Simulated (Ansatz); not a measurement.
Two isomers of C2H3FN2: A = `N=CN=CF`, B = `FC1N=CN1`.

Program: Ansatz. Geometries: PBE0-D4/def2-TZVP. ΔE: electronic, gas phase. CBS: MP2 limit from def2 TZ/QZ plus the TZ coupled-cluster correction, frozen cores. Functionals use def2-TZVPP. B3LYP here is the variant with VWN-RPA as its local correlation; programs differ in this. One conformer a species, not always the lowest.

A:

Z-matrix (Å, degrees):
```
C
N 1 1.406
N 1 1.260 2 122.7
H 1 1.091 2 118.1 3 179.9
C 2 1.248 1 121.0 3 177.6
H 3 1.022 1 109.4 2 -0.0
F 5 1.336 2 125.3 1 -0.2
H 5 1.086 2 123.6 1 179.8
```

B:

```xyz
8

F    -0.2416   -1.8604    0.0955
C     0.3119   -0.7117   -0.3473
N    -0.6014    0.1531   -1.1043
C    -0.4788    0.9760   -0.1249
N     0.4469    0.3260    0.6956
H     1.2472   -0.9415   -0.8630
H    -0.8909    1.9745   -0.0004
H     0.2067    0.0839    1.6488
```

Task: Which isomer does CCSD(T)/CBS put lower? Give the gap. (An estimate is asked.)

Result: Computed: A, by 14.4 kcal/mol.

Task: Give E(B) − E(A) in kcal/mol with B3LYP, HF/def2-TZVPP, CCSD(T)/def2-SVP, ωB97M-V, BLYP-D4, PBE0-D4, MP2/def2-TZVPP. (Estimate.)

Result: Ansatz gave: B3LYP 19.1, HF/def2-TZVPP 17.7, CCSD(T)/def2-SVP 16.9, ωB97M-V 13.7, BLYP-D4 21.5, PBE0-D4 12.7, MP2/def2-TZVPP 13.7. None reverses the order clearly.

Task: Does the order hold for the free energy at 298.15 K (harmonic terms from PBE0-D4)? (Best estimate.)

Result: Computed: Yes: G(B) − G(A) = +16.7 kcal/mol, for one conformer each. Modes under 60 cm⁻¹, often nearly free rotors, make the harmonic entropy too high.

Largest T1 diagnostic: 0.014.

Leaving LDA and LC-ωPBE aside and taking each functional with its dispersion term where it has one, the values, not all of them listed here, spread over 10.0 kcal/mol, from PBE-QIDH to BLYP-D4. LDA lies −5.0 kcal/mol from PBE without D4. From BLYP to BHLYP (50 % exact exchange), in def2-TZVPP and without D4, E(B) − E(A) moves by −5.1 kcal/mol.
